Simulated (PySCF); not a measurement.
# BFH5N: electronic structure in real space

For BFH5N, the scripts below compute its lowest excited states, see where an electron leaves and enters and localise its valence orbitals.

The runs use PySCF 2.14.0; levels as typed in each script, gas phase, geometry from GFN2-xTB.

## Step 1: Starting geometry

SMILES `[NH3+][BH2-]F`, 8 atoms, charge 0, spin multiplicity 1.

Bond lengths: N1–B2 1.679 Å, N1–H4 1.013 Å, N1–H5 1.013 Å, N1–H6 1.016 Å, B2–F3 1.386 Å, B2–H7 1.191 Å, B2–H8 1.189 Å. Angles: B2–N1–H4 111.4°, B2–N1–H5 106.9°, B2–N1–H6 106.8°, H4–N1–H5 111.1°, H4–N1–H6 111.0°, H5–N1–H6 109.5°, N1–B2–F3 101.2°, N1–B2–H7 106.3°, N1–B2–H8 106.3°, F3–B2–H7 112.0°, F3–B2–H8 112.3°, H7–B2–H8 117.1°.

As a file:

```mol
BFH5N
  3D, bonds by distance, orders not assigned

  8  7  0  0  0  0  0  0  0  0999 V2000
    1.1823    0.1835   -0.0003 N   0  0
   -0.2713   -0.6574   -0.0002 B   0  0
   -1.1850    0.3853   -0.0004 F   0  0
    1.9748   -0.4471    0.0024 H   0  0
    1.1846    0.7675   -0.8284 H   0  0
    1.1818    0.7712    0.8287 H   0  0
   -0.2994   -1.2758    1.0173 H   0  0
   -0.2960   -1.2804   -1.0128 H   0  0
  1  2  8  0
  2  3  8  0
  1  4  8  0
  1  5  8  0
  1  6  8  0
  2  7  8  0
  2  8  8  0
M  END
```

## Step 2: Excited states (PBE0/6-311g**)

input.py reads:

```python
import numpy as np
from pyscf import gto, scf, dft, tdscf
from pyscf.scf import atom_ks, atom_hf
from scipy.linalg import block_diag

def solve(mol, dm0=None, hcore=None):
    mf = (dft.UKS if mol.spin else dft.RKS)(mol, xc='pbe0')
    mf.grids.level = 3
    mf = mf.density_fit(auxbasis='def2-universal-jkfit')
    mf.conv_tol, mf.max_cycle = 1e-8, 80
    if hcore is not None:
        mf.get_hcore = lambda *args: hcore
    mf.kernel(dm0)
    if not mf.converged:
        mf = mf.newton().run(mf.mo_coeff, mf.mo_occ, max_cycle=30)
    assert mf.converged, 'SCF not converged'
    return mf

mol = gto.M(atom='''
N      1.18227     0.18346    -0.00033
B     -0.27134    -0.65745    -0.00024
F     -1.18500     0.38528    -0.00041
H      1.97483    -0.44707     0.00240
H      1.18457     0.76755    -0.82835
H      1.18179     0.77125     0.82868
H     -0.29940    -1.27584     1.01731
H     -0.29600    -1.28038    -1.01279
''', basis='6-311g**', charge=0, spin=0, verbose=4)
mf = solve(mol)
td = mf.TDA()
td.nstates, td.singlet, td.conv_tol = 6, True, 1e-5
td.kernel()
td.analyze()
x, y = np.array([p[0] for p in td.xy]), np.array([p[1] + 0 * p[0] for p in td.xy])
f, mu = td.oscillator_strength(), td.transition_dipole()
nto = [td.get_nto(state=i + 1, verbose=4) for i in range(len(td.e))]
# spherically averaged free atoms, for the promolecule
atm = atom_ks.get_atm_nrks(mol, xc='pbe0')
pro = block_diag(*[(atm[a[0]][2] * atm[a[0]][3]) @ atm[a[0]][2].T for a in mol._atom])
np.savez('result.npz', e=td.e, f=f, ok=td.converged, w=[n[0] for n in nto], nto=[n[1] for n in nto], x=x, y=y, c=mf.mo_coeff, occ=mf.mo_occ, eps=mf.mo_energy, pro=pro, mu=mu)
```

Started as:

```bash
$ OMP_NUM_THREADS=1 python input.py
```

## Step 4: Removing and adding an electron (HF/6-31+g*)

input.py reads:

```python
import numpy as np
from pyscf import gto, scf, dft
from pyscf.scf import atom_ks, atom_hf
from scipy.linalg import block_diag

def solve(mol, dm0=None, hcore=None):
    mf = scf.UHF(mol) if mol.spin else scf.RHF(mol)
    mf = mf.density_fit(auxbasis='def2-universal-jkfit')
    mf.conv_tol, mf.max_cycle = 1e-8, 80
    if hcore is not None:
        mf.get_hcore = lambda *args: hcore
    mf.kernel(dm0)
    if not mf.converged:
        mf = mf.newton().run(mf.mo_coeff, mf.mo_occ, max_cycle=30)
    assert mf.converged, 'SCF not converged'
    return mf

mol = gto.M(atom='''
N      1.18227     0.18346    -0.00033
B     -0.27134    -0.65745    -0.00024
F     -1.18500     0.38528    -0.00041
H      1.97483    -0.44707     0.00240
H      1.18457     0.76755    -0.82835
H      1.18179     0.77125     0.82868
H     -0.29940    -1.27584     1.01731
H     -0.29600    -1.28038    -1.01279
''', basis='6-31+g*', charge=0, spin=0, verbose=4)
mf = solve(mol)
out = dict(e0=mf.e_tot, dm0=mf.make_rdm1(), c=mf.mo_coeff, occ=mf.mo_occ, eps=mf.mo_energy)
for name, dq, spin in [('cation', 1, 1), ('anion', -1, 1)]:
    ion = mol.copy().set(charge=mol.charge + dq, spin=spin).build()
    mi = solve(ion)
    if spin and dq > 0 and mol.nao < 130:
        c, _, stable, _ = mi.stability(return_status=True)
        if not stable:
            mi = solve(ion, mi.make_rdm1(c, mi.mo_occ))
    print(name, 'vertical energy change / eV', (mi.e_tot - mf.e_tot) * 27.211386)
    out.update({'e_' + name: mi.e_tot, 'dm_' + name: mi.make_rdm1(), 's2_' + name: mi.spin_square()[0], 'eps_' + name: mi.mo_energy, 'occ_' + name: mi.mo_occ})
# spherically averaged free atoms, for the promolecule
atm = scf.atom_hf.get_atm_nrhf(mol)
pro = block_diag(*[(atm[a[0]][2] * atm[a[0]][3]) @ atm[a[0]][2].T for a in mol._atom])
np.savez('result.npz', pro=pro, **out)
```

## Step 6: Localised orbitals (TPSSh/6-31+g*)

input.py reads:

```python
import numpy as np
from pyscf import gto, scf, dft, lo
from pyscf.data.elements import chemcore

def solve(mol, dm0=None, hcore=None):
    mf = (dft.UKS if mol.spin else dft.RKS)(mol, xc='tpssh')
    mf.grids.level = 3
    mf = mf.density_fit(auxbasis='def2-universal-jkfit')
    mf.conv_tol, mf.max_cycle = 1e-8, 80
    if hcore is not None:
        mf.get_hcore = lambda *args: hcore
    mf.kernel(dm0)
    if not mf.converged:
        mf = mf.newton().run(mf.mo_coeff, mf.mo_occ, max_cycle=30)
    assert mf.converged, 'SCF not converged'
    return mf

mol = gto.M(atom='''
N      1.18227     0.18346    -0.00033
B     -0.27134    -0.65745    -0.00024
F     -1.18500     0.38528    -0.00041
H      1.97483    -0.44707     0.00240
H      1.18457     0.76755    -0.82835
H      1.18179     0.77125     0.82868
H     -0.29940    -1.27584     1.01731
H     -0.29600    -1.28038    -1.01279
''', basis='6-31+g*', charge=0, spin=0, verbose=4)
mf = solve(mol)
occ_all = mf.mo_coeff[:, mf.mo_occ > 0]
occ = occ_all[:, chemcore(mol):]
loc = lo.ibo.ibo(mol, occ, iaos=lo.iao.iao(mol, occ_all))
fock, s = mf.get_fock(), mf.get_ovlp()
ortho = lo.orth_ao(mol, 'meta_lowdin')
ortho = lo.vec_lowdin(lo.iao.iao(mol, occ_all), s)
labels = lo.iao.reference_mol(mol).ao_labels(fmt=None)
vir = lo.vvo.livvo(mol, occ_all, mf.mo_coeff[:, mf.mo_occ == 0])
both = np.hstack([loc, vir])
p = (ortho.T @ s @ both) ** 2
pop = np.array([p[[l[0] == a for l in labels]].sum(0) for a in range(mol.natm)])
spd = np.array([[p[[l[0] == a and l[2][-1] == k for l in labels]].sum(0) for k in 'spd'] for a in range(mol.natm)])
eps = np.einsum('pi,pq,qi->i', both, fock, both)
for i in np.argsort(eps):
    top = np.argsort(-pop[:, i])[:3]
    print('%3d %s %9.4f Eh ' % (i + 1, 'occ' if i < loc.shape[1] else 'vir', eps[i]), '  '.join('%s%d %.3f' % (mol.atom_symbol(a), a + 1, pop[a, i]) for a in top))
np.savez('result.npz', c=both, nocc=loc.shape[1], pop=pop, spd=spd, eps=eps, e=mf.e_tot)
```

(Steps that only read results are left out.)

What does the calculation give? Wanted: lowest singlet excitation; vertical ionisation energy.

The runs gave:

```
                                                quantity     value
               lowest singlet excitation (PBE0/6-311g**)   6.46 eV
                 vertical ionisation energy (HF/6-31+g*)  10.21 eV
localised occupied orbitals above −45 eV (TPSSh/6-31+g*)        10
```

What this shows: The ionisation energy from two SCF runs, 10.21 eV, lies 1.1 eV below −ε(HOMO) = 11.35 eV of the same level, HF/6-31+g*: with Hartree–Fock the relaxation of the ion lowers it. The geometry was not optimised at these levels.
